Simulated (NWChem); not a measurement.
Program: NWChem. System: disulfur (S2), charge 0, spin multiplicity 3, at a geometry optimised with UPBE0/def2-SVP. Its SCF solution wasn't tested for a lower state. Level: UHF/def2-TZVP.

The NWChem input:

```
start mol
memory heap 200 mb stack 800 mb global 1000 mb
geometry units angstroms nocenter noautoz
  S      0.000000     0.000000     0.951971
  S      0.000000     0.000000    -0.951971
  symmetry group D2h
end
basis spherical
  * library def2-tzvp
end
scf
  uhf
  nopen 2
  maxiter 100
  thresh 1e-7
  semidirect memsize 60000000 filesize 0
  # guess.movecs holds the orbitals of an unrestricted PBE0 run
  vectors input guess.movecs output mol.movecs
end
task scf energy
```

Part of the output:

```
             Northwest Computational Chemistry Package (NWChem) 7.3.0
             --------------------------------------------------------

                                NWChem Input Module
                                -------------------

 Scaling coordinates for geometry "geometry" by  1.889725989
 (inverse scale =  0.529177249)

 Turning off AUTOSYM since
 SYMMETRY directive was detected!

                             Geometry "geometry" -> ""
                             -------------------------

 Output coordinates in angstroms (scale by  1.889725989 to convert to a.u.)

  No.       Tag          Charge          X              Y              Z
 ---- ---------------- ---------- -------------- -------------- --------------
    1 S                   16.0000     0.00000000     0.00000000     0.95197100
    2 S                   16.0000     0.00000000     0.00000000    -0.95197100

 Effective nuclear repulsion energy (a.u.)      71.1520496653

            Nuclear Dipole moment (a.u.)
            ----------------------------
        X                 Y               Z
 ---------------- ---------------- ----------------
     0.0000000000     0.0000000000     0.0000000000

      Symmetry information
      --------------------

 Group name             D2h
 Group number             26
 Group order               8
 No. of unique centers     1

      Symmetry unique atoms

     1


 Summary of "ao basis" -> "" (spherical)
 ------------------------------------------------------------------------------
       Tag                 Description            Shells   Functions and Types
 ---------------- ------------------------------  ------  ---------------------
 *                         def2-tzvp                  on all atoms

 Summary of "ao basis" -> "ao basis" (spherical)
 ------------------------------------------------------------------------------
       Tag                 Description            Shells   Functions and Types
 ---------------- ------------------------------  ------  ---------------------
 S                         def2-tzvp                13       37   5s5p2d1f

                                 NWChem SCF Module
                                 -----------------

  ao basis        = "ao basis"
  functions       =    74
  atoms           =     2
  alpha electrons =    17
  beta  electrons =    15
  charge          =   0.00
  wavefunction    = UHF
  use symmetry    = T
  symmetry adapt  = T

 Summary of "ao basis" -> "ao basis" (spherical)
 ------------------------------------------------------------------------------
       Tag                 Description            Shells   Functions and Types
 ---------------- ------------------------------  ------  ---------------------
 S                         def2-tzvp                13       37   5s5p2d1f

      Symmetry analysis of basis
      --------------------------

        ag         16
        au          3
        b1g         3
        b1u        16
        b2g         9
        b2u         9
        b3g         9
        b3u         9

 Forming initial guess at       0.0s

   Symmetry analysis of molecular orbitals - initial alpha
   -------------------------------------------------------

  Numbering of irreducible representations:

     1 ag          2 au          3 b1g         4 b1u         5 b2g
     6 b2u         7 b3g         8 b3u

  Orbital symmetries:

     1 b1u         2 ag          3 ag          4 b1u         5 b3u
     6 b2u         7 b3g         8 b2g         9 ag         10 b1u
    11 ag         12 b1u        13 ag         14 b3u        15 b2u
    16 b3g        17 b2g        18 b1u        19 ag         20 b2u
    21 b3u        22 b1u        23 ag         24 b1g        25 b3u
    26 b2u        27 b2g

   Symmetry analysis of molecular orbitals - initial beta
   ------------------------------------------------------

  Numbering of irreducible representations:

     1 ag          2 au          3 b1g         4 b1u         5 b2g
     6 b2u         7 b3g         8 b3u

  Orbital symmetries:

     1 b1u         2 ag          3 ag          4 b1u         5 ag
     6 b1u         7 b2u         8 b3u         9 b2g        10 b3g
    11 ag         12 b1u        13 ag         14 b2u        15 b3u
    16 b3g        17 b2g        18 b1u        19 ag         20 b3u
    21 b2u        22 b1u        23 ag         24 b1g        25 b3u
    26 b2u        27 b2g

 Starting SCF solution at       0.1s

 ----------------------------------------------
         Quadratically convergent UHF

 Convergence threshold     :          1.000E-07
 Maximum no. of iterations :          100
 Integral*density screening:          1.000E-09
 ----------------------------------------------

              iter       energy          gnorm     gmax       time
             ----- ------------------- --------- --------- --------
                 1     -795.0695559497  7.58D-01  2.44D-01      0.4
                 2     -795.0833421760  7.11D-02  1.86D-02      0.5
                 3     -795.0846328547  1.98D-03  8.88D-04      0.5
                 4     -795.0846343276  1.65D-06  4.91D-07      0.6
                 5     -795.0846343276  3.97D-09  1.75D-09      0.7

       Final UHF  results
       ------------------

         Total SCF energy =   -795.084634327601
      One electron energy =  -1240.673596934909
      Two electron energy =    374.436912941970
 Nuclear repulsion energy =     71.152049665338

                       Sz =      1.0000
                 Sz(Sz+1) =      2.0000
                      S^2 =      2.0556

        Time for solution =      0.7s

       Symmetry analysis of molecular orbitals - alpha
[...]
    4   -9.0178
    5   -6.7056
    6   -6.7056
    7   -6.7055
    8   -6.7055
    9   -6.6950
   10   -6.6941
   11   -1.1076
   12   -0.8682
   13   -0.5333
   14   -0.5333
   15   -0.5314
   16   -0.3811
   17   -0.3811
   18    0.1268
   19    0.3098
   20    0.3544
   21    0.3544
   22    0.3674
   23    0.4203
   24    0.4203
   25    0.4311
   26    0.4311
   27    0.4312

          Final beta eigenvalues
          ----------------------

              1
    1  -92.0043
    2  -92.0043
    3   -9.0060
    4   -9.0055
    5   -6.6895
    6   -6.6885
    7   -6.6764
    8   -6.6764
    9   -6.6763
   10   -6.6763
   11   -1.0430
   12   -0.7257
   13   -0.4924
   14   -0.4091
   15   -0.4091
   16    0.0104
   17    0.0104
   18    0.1522
   19    0.3202
   20    0.3672
   21    0.3672
   22    0.3807
   23    0.4784
   24    0.4784
   25    0.4788
   26    0.4788
   27    0.4925

                    UHF Final Alpha Molecular Orbital Analysis
                    ------------------------------------------

 Vector   15  Occ=1.000000D+00  E=-5.314094D-01  Symmetry=ag
              MO Center=  2.0D-19, -8.8D-20, -2.9D-16, r^2= 2.4D+00
   Bfn.  Coefficient  Atom+Function         Bfn.  Coefficient  Atom+Function
  ----- ------------  ---------------      ----- ------------  ---------------
    17      0.377998  1 S  pz                54     -0.377998  2 S  pz
     5      0.219492  1 S  s                 42      0.219492  2 S  s
    14      0.173854  1 S  pz                51     -0.173854  2 S  pz
    20      0.152074  1 S  pz                57     -0.152074  2 S  pz

 Vector   16  Occ=1.000000D+00  E=-3.811143D-01  Symmetry=b2g
              MO Center=  3.4D-32,  8.0D-33, -7.8D-19, r^2= 2.6D+00
   Bfn.  Coefficient  Atom+Function         Bfn.  Coefficient  Atom+Function
  ----- ------------  ---------------      ----- ------------  ---------------
    15      0.424470  1 S  px                52     -0.424470  2 S  px
    18      0.317511  1 S  px                55     -0.317511  2 S  px
    12      0.189404  1 S  px                49     -0.189404  2 S  px

 Vector   17  Occ=1.000000D+00  E=-3.811143D-01  Symmetry=b3g
              MO Center= -7.6D-33,  3.7D-32, -5.3D-17, r^2= 2.6D+00
   Bfn.  Coefficient  Atom+Function         Bfn.  Coefficient  Atom+Function
  ----- ------------  ---------------      ----- ------------  ---------------
    16      0.424470  1 S  py                53     -0.424470  2 S  py
    19      0.317511  1 S  py                56     -0.317511  2 S  py
    13      0.189404  1 S  py                50     -0.189404  2 S  py

 Vector   18  Occ=0.000000D+00  E= 1.267739D-01  Symmetry=b1u
              MO Center=  3.3D-33, -6.7D-34,  3.6D-16, r^2= 5.3D+00
   Bfn.  Coefficient  Atom+Function         Bfn.  Coefficient  Atom+Function
  ----- ------------  ---------------      ----- ------------  ---------------
     5      1.346489  1 S  s                 42     -1.346489  2 S  s
    20     -1.237756  1 S  pz                57     -1.237756  2 S  pz
    17     -0.361727  1 S  pz                54     -0.361727  2 S  pz

 Vector   19  Occ=0.000000D+00  E= 3.098019D-01  Symmetry=ag
              MO Center= -2.8D-15,  5.2D-16,  9.2D-14, r^2= 4.7D+00
   Bfn.  Coefficient  Atom+Function         Bfn.  Coefficient  Atom+Function
  ----- ------------  ---------------      ----- ------------  ---------------
    20      0.855331  1 S  pz                57     -0.855331  2 S  pz
    17     -0.502779  1 S  pz                54      0.502779  2 S  pz
     4      0.195679  1 S  s                 41      0.195679  2 S  s
    28      0.193205  1 S  d  0              65      0.193205  2 S  d  0

 Vector   20  Occ=0.000000D+00  E= 3.544266D-01  Symmetry=b2u
              MO Center= -8.3D-17,  3.5D-16,  1.9D-16, r^2= 4.3D+00
   Bfn.  Coefficient  Atom+Function         Bfn.  Coefficient  Atom+Function
  ----- ------------  ---------------      ----- ------------  ---------------
    19      0.705735  1 S  py                56      0.705735  2 S  py
    16     -0.589972  1 S  py                53     -0.589972  2 S  py
    27      0.311463  1 S  d -1              64     -0.311463  2 S  d -1

                     UHF Final Beta Molecular Orbital Analysis
                     -----------------------------------------

 Vector   13  Occ=1.000000D+00  E=-4.924154D-01  Symmetry=ag
              MO Center=  1.8D-17,  8.3D-18, -2.9D-16, r^2= 2.7D+00
   Bfn.  Coefficient  Atom+Function         Bfn.  Coefficient  Atom+Function
  ----- ------------  ---------------      ----- ------------  ---------------
    17      0.368677  1 S  pz                54     -0.368677  2 S  pz
     5      0.243716  1 S  s                 42      0.243716  2 S  s
    14      0.167683  1 S  pz                51     -0.167683  2 S  pz
    20      0.164003  1 S  pz                57     -0.164003  2 S  pz
     4      0.159801  1 S  s                 41      0.159801  2 S  s

 Vector   14  Occ=1.000000D+00  E=-4.091077D-01  Symmetry=b2u
              MO Center=  3.4D-16, -1.5D-15,  5.3D-17, r^2= 2.0D+00
   Bfn.  Coefficient  Atom+Function         Bfn.  Coefficient  Atom+Function
  ----- ------------  ---------------      ----- ------------  ---------------
    16      0.332109  1 S  py                53      0.332109  2 S  py
    19      0.227889  1 S  py                56      0.227889  2 S  py

 Vector   15  Occ=1.000000D+00  E=-4.091077D-01  Symmetry=b3u
              MO Center=  1.4D-19, -2.4D-31, -5.8D-17, r^2= 2.0D+00
   Bfn.  Coefficient  Atom+Function         Bfn.  Coefficient  Atom+Function
  ----- ------------  ---------------      ----- ------------  ---------------
    15      0.332109  1 S  px                52      0.332109  2 S  px
    18      0.227889  1 S  px                55      0.227889  2 S  px

 Vector   16  Occ=0.000000D+00  E= 1.044360D-02  Symmetry=b2g
              MO Center= -1.2D-23, -3.8D-30,  1.5D-17, r^2= 3.2D+00
   Bfn.  Coefficient  Atom+Function         Bfn.  Coefficient  Atom+Function
  ----- ------------  ---------------      ----- ------------  ---------------
    18      0.525715  1 S  px                55     -0.525715  2 S  px
    15      0.305988  1 S  px                52     -0.305988  2 S  px
    12      0.167951  1 S  px                49     -0.167951  2 S  px

 Vector   17  Occ=0.000000D+00  E= 1.044360D-02  Symmetry=b3g
              MO Center= -2.6D-16,  2.3D-16, -1.6D-16, r^2= 3.2D+00
   Bfn.  Coefficient  Atom+Function         Bfn.  Coefficient  Atom+Function
  ----- ------------  ---------------      ----- ------------  ---------------
    19      0.525715  1 S  py                56     -0.525715  2 S  py
    16      0.305988  1 S  py                53     -0.305988  2 S  py
    13      0.167951  1 S  py                50     -0.167951  2 S  py

 Vector   18  Occ=0.000000D+00  E= 1.521893D-01  Symmetry=b1u
              MO Center= -2.4D-18, -1.8D-19,  1.1D-15, r^2= 5.4D+00
   Bfn.  Coefficient  Atom+Function         Bfn.  Coefficient  Atom+Function
  ----- ------------  ---------------      ----- ------------  ---------------
     5      1.532636  1 S  s                 42     -1.532636  2 S  s
    20     -1.341075  1 S  pz                57     -1.341075  2 S  pz
    17     -0.355277  1 S  pz                54     -0.355277  2 S  pz
     3     -0.157537  1 S  s                 40      0.157537  2 S  s

 center of mass
 --------------
 x =   0.00000000 y =   0.00000000 z =   0.00000000

 moments of inertia (a.u.)
 ------------------
         206.940674176105           0.000000000000           0.000000000000
           0.000000000000         206.940674176105           0.000000000000
           0.000000000000           0.000000000000           0.000000000000

  Mulliken analysis of the total density
  --------------------------------------

    Atom       Charge   Shell Charges
 -----------   ------   -------------------------------------------------------
    1 S   16    16.00   2.01  0.49  1.48  1.10  0.81  4.17  1.70  0.84  2.23  1.03  0.04  0.10  0.01
    2 S   16    16.00   2.01  0.49  1.48  1.10  0.81  4.17  1.70  0.84  2.23  1.03  0.04  0.10  0.01

  Mulliken analysis of the alpha density
  --------------------------------------

    Atom       Charge   Shell Charges
 -----------   ------   -------------------------------------------------------
    1 S   16     8.50   1.00  0.24  0.74  0.57  0.40  2.11  0.83  0.53  1.42  0.59  0.02  0.04  0.01
    2 S   16     8.50   1.00  0.24  0.74  0.57  0.40  2.11  0.83  0.53  1.42  0.59  0.02  0.04  0.01

   Mulliken analysis of the beta density
   -------------------------------------

    Atom       Charge   Shell Charges
 -----------   ------   -------------------------------------------------------
    1 S   16     7.50   1.00  0.24  0.74  0.53  0.41  2.07  0.86  0.31  0.80  0.44  0.02  0.06  0.01
    2 S   16     7.50   1.00  0.24  0.74  0.53  0.41  2.07  0.86  0.31  0.80  0.44  0.02  0.06  0.01

   Mulliken analysis of the spin density
   -------------------------------------

    Atom       Charge   Shell Charges
 -----------   ------   -------------------------------------------------------
    1 S   16     1.00   0.00  0.00 -0.00  0.03 -0.01  0.04 -0.03  0.22  0.62  0.15 -0.00 -0.02 -0.00
    2 S   16     1.00   0.00  0.00 -0.00  0.03 -0.01  0.04 -0.03  0.22  0.62  0.15 -0.00 -0.02 -0.00

       Multipole analysis of the density wrt the origin
       ------------------------------------------------

     L   x y z        total         alpha         beta         nuclear
     -   - - -        -----         -----         ----         -------
     0   0 0 0     -0.000000    -17.000000    -15.000000     32.000000

     1   1 0 0     -0.000000     -0.000000     -0.000000      0.000000
     1   0 1 0      0.000000      0.000000      0.000000      0.000000
     1   0 0 1     -0.000000     -0.000000      0.000000      0.000000

     2   2 0 0    -19.399260    -11.421566     -7.977694      0.000000
     2   1 1 0     -0.000000      0.000000     -0.000000      0.000000
     2   1 0 1      0.000000      0.000000      0.000000      0.000000
     2   0 2 0    -19.399260    -11.421566     -7.977694      0.000000
     2   0 1 1     -0.000000      0.000000     -0.000000      0.000000
     2   0 0 2    -17.854633    -66.164079    -55.251280    103.560726

 Task  times  cpu:        0.8s     wall:        0.8s

 Total times  cpu:        0.8s     wall:        0.8s
```
